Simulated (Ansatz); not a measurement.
```yaml
crystal:
  periodic: [false, false, false]
  atoms:
    - {symbol: Ge, position_ang: [-0.119192, -0.212743, -0.317376]}
    - {symbol: F, position_ang: [1.423872, -0.220019, 0.597399]}
    - {symbol: F, position_ang: [-0.924314, 1.110571, 0.587351]}
    - {symbol: H, position_ang: [-0.826130, -1.453841, 0.541535]}
basis:
  gaussian: {orbitals: def2-TZVP}
magnetization: {spin_polarized: true, initial_magnetization: 1}
hamiltonian: {xc: pbe0}
relax: {f_tol: 0.004, max_steps: 80}
```

```sh
$ ansatz run in.yaml --threads 1 --pin off --events-out ev --progress --plain --max-ram 2176MiB
```

Steps of the relaxation (energy above the last step; positions in Å, forces in eV/Å):

```
4
step 1, 340.4 meV
Ge   -0.119   -0.213   -0.317    0.103    0.205    3.136
F     1.424   -0.220    0.597   -0.873    0.069   -1.083
F    -0.924    1.111    0.587    0.515   -0.718   -1.077
H    -0.826   -1.454    0.542    0.256    0.444   -0.976
```

```
4
step 2, 84.5 meV
Ge   -0.150   -0.265   -0.132    0.594    1.055    0.921
F     1.496   -0.164    0.550   -1.223   -0.198   -0.469
F    -0.913    1.201    0.540    0.461   -1.153   -0.462
H    -0.879   -1.548    0.452    0.168    0.296    0.009
```

```
4
step 3, 59.6 meV
Ge   -0.145   -0.256   -0.152    0.484    0.862    1.042
F     1.485   -0.179    0.554   -1.049   -0.123   -0.483
F    -0.920    1.184    0.544    0.437   -0.964   -0.477
H    -0.866   -1.525    0.463    0.128    0.225   -0.082
```

```
4
step 4, 20.1 meV
Ge   -0.124   -0.219   -0.115   -0.138   -0.247   -0.519
F     1.472   -0.236    0.535    0.243    0.168    0.214
F    -0.963    1.143    0.524    0.017    0.296    0.213
H    -0.831   -1.464    0.465   -0.123   -0.216    0.092
```

```
4
step 5, 1.8 meV
Ge   -0.134   -0.238   -0.146    0.057    0.103    0.212
F     1.459   -0.200    0.548   -0.134    0.021   -0.086
F    -0.925    1.151    0.538    0.088   -0.105   -0.085
H    -0.845   -1.488    0.468   -0.011   -0.019   -0.042
```

```
4
step 8, 0.0 meV
Ge   -0.136   -0.240   -0.136   -0.002   -0.003    0.002
F     1.457   -0.192    0.545   -0.001    0.001    0.000
F    -0.917    1.153    0.535    0.002   -0.001    0.000
H    -0.850   -1.496    0.464    0.001    0.003   -0.002
```

Close pairs at the end: Ge1–H4 1.564 Å, Ge1–F3 1.732 Å, Ge1–F2 1.732 Å.

A stationary point of unrestricted PBE0 after 8 steps, with ⟨S²⟩ = 0.753 against 0.75 for a pure state; no frequencies were run, so it isn't proven a minimum. 45 s on 1 thread of Arm Neoverse V1, shared host.
